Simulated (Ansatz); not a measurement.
**Worked example: correlation energy of HBeGa, singlet**

Geometry: a point of a stretch scan, not a stationary point.

| atom | x (Å) | y (Å) | z (Å) |
| --- | --- | --- | --- |
| Ga | 0.0000 | 0.0000 | 2.7591 |
| Be | 0.0000 | 0.0000 | -0.6999 |
| H | 0.0000 | 0.0000 | -2.0592 |

Basis cc-pVDZ; Ansatz 0.2.0. Only valence electrons are correlated (noble-gas cores and the filled d shells of p-block atoms frozen), which leaves 6 electrons in 31 orbitals. Prefix R: restricted or restricted open-shell reference. No spin–orbit coupling is included, and no scalar relativity.

Full CI is exact within this basis and frozen core; it isn't the basis-set limit.

Runs differ by some tens of microhartree through their thresholds, so steps under 0.03 kcal/mol mean nothing.

| level | total energy (hartree) |
| --- | --- |
| RHF | -1938.348642 |
| RMP2 | -1938.428110 |
| RCCSD | -1938.459759 |
| RCCSD(T) | -1938.462676 |
| RCCSDT | -1938.463676 |
| RCCSDT(Q) | -1938.463853 |
| full CI | -1938.463911 |

Question: What is the correlation energy at full CI, and what share of it do RMP2 and RCCSDT recover?

Answer: E(corr) = -1938.463911 − (-1938.348642) = -0.115269 hartree = -3.137 eV. RMP2: -0.079468 / -0.115269 = 68.94 %. RCCSDT: -0.115034 / -0.115269 = 99.80 %.

Question: By how many kcal/mol does RCCSD(T) miss full CI (1 hartree = 627.509 kcal/mol), and which steps make up the rest?

Answer: -1938.462676 − (-1938.463911) = 0.001235 hartree = 0.77 kcal/mol. Steps: RCCSDT − RCCSD(T) = -0.63, RCCSDT(Q) − RCCSDT = -0.11, full CI − RCCSDT(Q) = -0.04 kcal/mol. That is within 1 kcal/mol of the reference in this basis, which itself misses far more of the correlation at the basis-set limit.
